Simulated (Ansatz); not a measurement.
`CC(O)(F)C=O` + CH₃OH → `COC(C)(O)F` + `C=O`  (substitution at a C–C bond)

Program: Ansatz. Geometries: PBE0-D4/def2-TZVP. ΔE: electronic, gas phase. CCSD(T)/CBS is the MP2 limit (def2-TZVPP, def2-QZVPP) plus CCSD(T) − MP2 in def2-TZVPP, frozen cores. This one scheme is used for every species. DFT in def2-TZVPP. One conformer a species, not always the lowest.

CCSD(T)/CBS gives +3.6 kcal/mol.

Q: Another level gave +3.5 kcal/mol. Which?
A. CCSD/def2-TZVPP
B. r2SCAN-D4/def2-TZVPP
C. PBE/def2-TZVPP
D. HF/def2-TZVPP

A: B. r2SCAN-D4 3.5, CCSD/def2-TZVPP 2.4, PBE 5.4, HF/def2-TZVPP 0.8 kcal/mol.

Largest T1 diagnostic among the species: 0.015.

In def2-TZVPP, CCSD(T) changes the Hartree–Fock value by +1.9 kcal/mol (the triples alone add +0.2 kcal/mol) and MP2 by +2.6 kcal/mol. From PBE to PBE0 (25 % exact exchange), in def2-TZVPP and without D4, ΔE moves by −1.0 kcal/mol.
